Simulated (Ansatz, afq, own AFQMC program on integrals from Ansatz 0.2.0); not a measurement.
# Atomization energy of AlClO, singlet

| atom | x (Å) | y (Å) | z (Å) |
| --- | --- | --- | --- |
| O | 0.1100 | 1.7339 | 0.2517 |
| Al | 0.0097 | 0.1537 | 0.0223 |
| Cl | -0.1197 | -1.8876 | -0.2740 |

Connectivity, by distances: O–Al–Cl.

Atoms in their ground-state spins without spin–orbit coupling (mostly on UHF) minus the molecule (RHF), without zero-point energy. The geometry is a stationary point, not shown to be a minimum.

Basis def2-TZVP. Noble-gas cores (and the filled d shells of Ga–Kr and In–Xe) are frozen. Integrals, coupled cluster, full CI and functionals: Ansatz 0.2.0; the random walks run on the same integrals in our own AFQMC program. ph-AFQMC/CISD is guided by a CISD state made of CCSD amplitudes; releasing the constraint for a short imaginary time cuts its bias at the price of noise, slowly where states lie close. Free AFQMC starts from the CCSD state and is never constrained. Its projection time is finite, and what remains of the start isn't in its error. Error bars are statistical, one sigma. The errors of all members are added in quadrature.

No full CI on the walks' own integrals is used here; CCSDT(Q) serves as the reference and is uncertain by about the last step of the cluster series. Each member takes its own surest rung, up to full CI.

The best estimate is CCSD(T) at the basis-set limit (CBS: def2-TZVPP and def2-QZVPP, with their diffuse functions for anions and beside diffuse sets, CCSD(T) itself extrapolated) plus the step from CCSD(T) to CCSDT(Q) in def2-TZVP. Rows without CBS are in def2-TZVP; B2PLYP and the wave-function rows carry a basis error of their own. Core correlation and relativity beyond core potentials are missing, and ± holds the sampling alone.

Cautions: AlClO (singlet): higher spins were not checked, raised T1 diagnostic (T1 0.024, weight of the determinant 0.83, largest double 0.04), its ph-AFQMC/CISD value lies 23 ± 10 meV above CCSDT(Q).

Best estimate: 9.875 eV.

| level | atomization energy (eV) | error against the best estimate (eV) |
| --- | --- | --- |
| HF | 5.602 | -4.273 |
| MP2 | 10.243 | 0.368 |
| CCSD | 8.906 | -0.969 |
| CCSD(T) | 9.328 | -0.547 |
| ph-AFQMC/CISD | 9.350 ± 0.010 | -0.525 ± 0.010 |
| released AFQMC | 9.342 ± 0.015 | -0.533 ± 0.015 |
| free AFQMC | 9.308 ± 0.024 | -0.567 ± 0.024 |
| HF/CBS | 5.650 | -4.225 |
| MP2/CBS | 10.738 | 0.863 |
| CCSD(T)/CBS | 9.846 | -0.029 |
| PBE | 10.058 | 0.183 |
| r2SCAN | 9.877 | 0.002 |
| PBE0 | 9.398 | -0.477 |
| B3LYP | 9.397 | -0.478 |
| wB97M-V | 9.686 | -0.189 |
| B2PLYP | 9.655 | -0.220 |
| surest rungs in def2-TZVP | 9.357 | -0.518 |

Correlation beyond CCSD(T) adds 0.029 eV. Going to the basis-set limit adds 0.518 eV at CCSD(T). The perturbative (T) step is worth +0.422 eV. The functionals spread over 0.661 eV; r2SCAN comes nearest and B3LYP is 0.478 eV too low.

Best estimates are given only where the step beyond CCSD(T) is under 0.3 eV and no member's determinant is very poor (T1 over 0.05, or 0.07 for open shells, ⟨S²⟩ too high by 0.3, two states mixed), so the hardest cases are missing from such tables.

The functionals ran in a triple-zeta set and keep a basis error of their own, a few kJ/mol for each bond in atomization energies and more for double hybrids, so close places among them and the extrapolated levels can swap.

Free projections are given only where their last times agree within the noise and don't stop above the reference; a slow remainder of the start can still hide under it. Each member of a difference takes its own highest rung, so a best estimate needn't equal the limit plus the step of one row. A walk keeps the symmetry of its determinant, which the program's search chose and which needn't be the lowest solution, so a lower state of the same spin and another symmetry isn't excluded. Released energies are given only where the last usable release times agree within the noise; a slower fall can still hide under it.
